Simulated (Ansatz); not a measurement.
**NO (quartet): the correlation ladder at distance N1–O2 = 1.265 Å, 6-31G**

How much of the correlation energy of NO (quartet) does each wave-function method recover here?

Program: Ansatz 0.2.0, Gaussian basis. Level of theory: 6-31G, core rule «outside noble gas», up to 2 orbitals frozen. These are calculated values, not measurements.

To be run: UHF; CCSD(T) on ROHF; CCSD(T) on UHF; BCCD(T) on ROHF; CISD; CCSDT(Q) on ROHF; CCSDT(Q) on UHF; CISDTQ; CCSDTQ on ROHF; CCSDTQ on UHF; CASSCF and MRCISD+Q, 5 electrons in 5 orbitals; CASSCF and NEVPT2, 5 electrons in 5 orbitals; CASSCF and MRCISD+Q, 11 electrons in 8 orbitals; CASSCF and NEVPT2, 11 electrons in 8 orbitals; Full CI.

17 further runs of the same task are left out: 12 that didn't finish, 5 set aside as unsound or not needed.

## (1) What is computed

The geometry derives from a PBE0/def2-TZVP stationary point (not a proven minimum). One bond is set to the value named and the two fragments are kept rigid.

2 atoms, charge 0, spin multiplicity 4.

Atoms are counted from 1 here; the program's logs count them from 0.

Bond lengths: N1–O2 1.265 Å.

## (2) UHF

in.yaml reads:

```yaml
crystal:
  periodic: [false, false, false]
  atoms:
    - {symbol: N, position_ang: [0.000000, 0.000000, 0.000000]}
    - {symbol: O, position_ang: [0.000000, 0.000000, 1.265000]}
basis:
  gaussian: {orbitals: 6-31G}
magnetization: {spin_polarized: true, initial_magnetization: 3}
hamiltonian: {xc: hf}
output: {orbitals: {seedname: orbitals}}
```

Run with:

```bash
> ansatz run in.yaml --threads 1 --pin off --events-out ev --progress --plain --max-ram 2393MiB
```

Further steps of the session: CCSD(T) on ROHF; CCSD(T) on UHF; BCCD(T) on ROHF; CISD; CCSDT(Q) on ROHF; CCSDT(Q) on UHF; CISDTQ; CCSDTQ on ROHF; CCSDTQ on UHF; CASSCF and MRCISD+Q, 5 electrons in 5 orbitals; CASSCF and NEVPT2, 5 electrons in 5 orbitals; CASSCF and MRCISD+Q, 11 electrons in 8 orbitals; CASSCF and NEVPT2, 11 electrons in 8 orbitals; Full CI.

**Question.** What will the summary of the whole plan be? Wanted: FCI below the RHF energy; RMP2 from FCI; UMP2 from FCI; RCCSD from FCI; RCCSD(T) from FCI; UCCSD(T) from FCI; RCCSDT(Q) from FCI; UCCSDT(Q) from FCI; NEVPT2 pair from FCI.

**Answer**, as computed:

| quantity | value |
| --- | --- |
| FCI below the RHF energy | -4.4318 eV |
| RMP2 from FCI | +599.7 meV |
| UMP2 from FCI | +566.5 meV |
| RCCSD from FCI | +92.6 meV |
| RCCSD(T) from FCI | +22.5 meV |
| UCCSD(T) from FCI | +21.3 meV |
| RCCSDT(Q) from FCI | +0.9 meV |
| UCCSDT(Q) from FCI | -0.7 meV |
| NEVPT2 pair from FCI | +579.0 meV |
| MRCISD+Q pair from FCI | +39.1 meV |
| NEVPT2 valence from FCI | +675.6 meV |
| levels within 1 kcal/mol (43 meV) | RCCSD(T), UCCSD(T), BCCD(T), RCCSDT, UCCSDT, CISDTQ, RCCSDT(Q), UCCSDT(Q), RCCSDTQ, UCCSDTQ, MRCISD+Q pair, MRCISD+Q valence |
| T1 diagnostic | 0.028 |
| effectively unpaired electrons | 3.02 |

In words: RCCSD(T) misses by +22.5 meV, 0.5 % of the correlation energy. One determinant dominates. Of the multireference levels listed MRCISD+Q valence comes nearest in total energy (+36.5 meV), which doesn't show that its space is the better one. These misses are within one basis, not against nature; the frozen cores of restricted and unrestricted runs differ, which can shift their rows.
